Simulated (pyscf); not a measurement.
## Four-centre exchange: `[BH]=[NH]` + `[CH4]` -> `[BH]=[NH]` + `[CH4]`

Gas phase, singlet surface, charge 0. Bonds broken: B1–H3, C5–H6. Bonds formed: B1–H6, H3–C5. Single points on ωB97X-D3(BJ)/def2-SVP structures (PySCF, gas phase). MP2 and CC: frozen core, UHF for open shells. ΔMP2 is the change of the MP2 total energy from the triple- to the quadruple-zeta basis.

Transition state (Å):

```xyz
9

B      1.0421    -0.4644     0.1125
N      1.9479    -0.7801    -0.7016
H      0.2962    -1.0306     1.1192
H      2.6675    -1.0299    -1.3489
C     -0.8643     0.2006     1.8264
H      0.2821     0.6269     0.4602
H      0.1521     0.3419     2.1602
H     -1.1917    -0.1818     0.8721
H     -1.6572     0.4781     2.5406
```

One imaginary mode, 1423i cm⁻¹; descent along it reached the two sides named.

```csv
bond,change,reactant side (Å),saddle,product side
B1–H3,breaks,1.184,1.375,3.1
C5–H6,breaks,1.099,1.834,4.5
B1–H6,forms,3.0,1.375,1.184
H3–C5,forms,3.6,1.834,1.099
```

Electronic energies relative to the separated reactants (kJ/mol):

| level | barrier | reaction energy | reverse barrier |
|---|---|---|---|
| ωB97X-D3(BJ)/def2-TZVP | 480.5 | 0.0 | 480.5 |
| PBE/def2-TZVP | 393.2 | 0.0 | 393.2 |
| r²SCAN/def2-TZVP | 420.1 | 0.0 | 420.1 |
| B3LYP-D3(BJ)/def2-TZVP | 439.3 | 0.0 | 439.3 |
| PBE0-D3(BJ)/def2-TZVP | 436.2 | 0.0 | 436.2 |
| M06-2X/def2-TZVP | 474.1 | 0.0 | 474.1 |
| ωB97M-D3(BJ)/def2-TZVP | 469.4 | 0.0 | 469.4 |
| HF/def2-TZVP | 589.2 | 0.0 | 589.2 |
| MP2/def2-QZVPP | 471.3 | 0.0 | 471.3 |
| CCSD/def2-TZVPP | 481.0 | 0.0 | 481.0 |
| CCSD(T)/def2-TZVPP | 447.8 | 0.0 | 447.8 |
| CCSD(T)/def2-TZVPP + ΔMP2(QZVPP) | 446.7 | 0.0 | 446.7 |

With CCSD(T)/def2-TZVPP + ΔMP2(QZVPP) energies and thermal terms (ideal gas, 1 atm, RRHO with modes under 100 cm⁻¹ raised to 100, one conformer, R ln 2 for chiral ones without a mode under 150 cm⁻¹), in kJ/mol:

```csv
T (K),ΔH‡,ΔG‡,ΔH,ΔG
298,429.6,465.8,0.0,0.0
600,431.5,501.9,0.0,0.0
900,435.3,536.4,0.0,0.0
1200,438.9,569.5,0.0,0.0
```

The same reactants have a lower exit, to H₃C–BH–NH₂ (barrier +199.6 kJ/mol at ωB97M-D3(BJ)/def2-TZVP, against +469.4 kJ/mol here). Another saddle between the same species, by other bonds, lies lower (374.8 kJ/mol against 469.4 kJ/mol at ωB97M-D3(BJ)/def2-TZVP). One closed-shell reference is unstable to symmetry breaking; treat the single-reference values with care. The CCSD(T) − MP2 part came from Ansatz, without density fitting, on the same reference. The largest closed-shell T1 diagnostic is 0.035, which may signal static correlation.
